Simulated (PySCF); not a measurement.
Acrylamide, C3H5NO.
Numbering: `[CH2:1]=[CH:2][C:3]([NH2:4])=[O:5]` (hydrogens: H6, H7 on C1; H8 on C2; H9, H10 on N4)

Geometry (PBE0-D3(BJ)/def2-SVP, Å), atoms numbered from 1 in this order:
```
atom  x, y, z in Å
C1    -1.6062   -0.4737    0.6777
C2    -0.5287   -0.4752   -0.1075
C3     0.5692    0.5131    0.1244
N4     1.6136    0.4126   -0.7429
O5     0.5321    1.3435    1.0103
H6    -1.6712    0.2568    1.4896
H7    -2.4282   -1.1787    0.5349
H8    -0.4292   -1.1923   -0.9298
H9     1.6705   -0.3140   -1.4404
H10    2.4028    1.0313   -0.6119
```

Method: TDDFT CAM-B3LYP/def2-SVPD, vertical, gas phase, core orbitals frozen in the response in PySCF 2.14.0, density-fitted response routines.

Kohn–Sham orbitals with the atoms that hold most of them (Löwdin shares over 4%, at most four atoms; ? is withheld):

```csv
orbital,ε (eV),atoms
LUMO+2,1.94,"C1 35%, H7 21%, H6 9%, H10 7%"
LUMO+1,1.22,"H9 25%, C2 16%, N4 15%, H8 15%"
LUMO,?,?
HOMO,-9.05,?
HOMO-1,-9.37,"O5 38%, N4 20%, C2 13%, C1 12%"
HOMO-2,-9.56,"N4 30%, C2 25%, C1 24%, C3 8%"
HOMO-3,-12.12,"C1 28%, C2 16%, O5 14%, H6 13%"
```

Task: Which atoms hold the HOMO, and with what shares?

Result: O5 (bonded to C) 70%; C3 (bonded to C, N and O) 10%; C2 (bonded to 2 C and H) 8%; N4 (bonded to C and 2 H) 6%. By element: oxygen 70%, carbon 19% or more, nitrogen 6%.

Task: Give the leading atoms of the LUMO.

Result: C1 (bonded to C and 2 H) 30%; C2 (bonded to 2 C and H) 23%; C3 (bonded to C, N and O) 15%; O5 (bonded to C) 10%. By element: carbon 68%, oxygen 10%.

Task: What is the LUMO energy, and the HOMO–LUMO gap?

Result: ε(LUMO) = -0.05 eV; the gap is 9.01 eV (0.3309 hartree).

Task: The HOMO–LUMO gap is 9.01 eV. Where does the response calculation put the lowest singlet, and from which orbitals?

Result: S1 is at 4.85 eV (f = 0.0000), 4.15 eV below the gap, made of HOMO→LUMO (93%). Without the coupling terms of the response equations the lowest excitation would equal the gap.

Task: One configuration dominates each of S1, S2, S3 and S5. Which, and how do the shares of the two leading atoms of either orbital change from the occupied to the empty one?

Result: 
- S1 (4.85 eV, f 0.0000), HOMO→LUMO (93%): O5 70% → 10%, C3 10% → 15%, C1 at most 5% → 30%, C2 8% → 23%
- S2 (6.29 eV, f 0.043), HOMO-1→LUMO (95%): O5 38% → 10%, N4 20% → at most 11%, C1 12% → 30%, C2 13% → 23%
- S3 (6.69 eV, f 0.416), HOMO-2→LUMO (95%): N4 30% → at most 11%, C2 25% → 23%, C1 24% → 30%
- S5 (7.46 eV, f 0.050), HOMO→LUMO+1 (85%): O5 70% → at most 15%, C3 10% → at most 15%, H9 at most 5% → 25%, C2 8% → 16%

Löwdin shares depend on the basis, the more so with diffuse functions.

One conformer stands for the species.
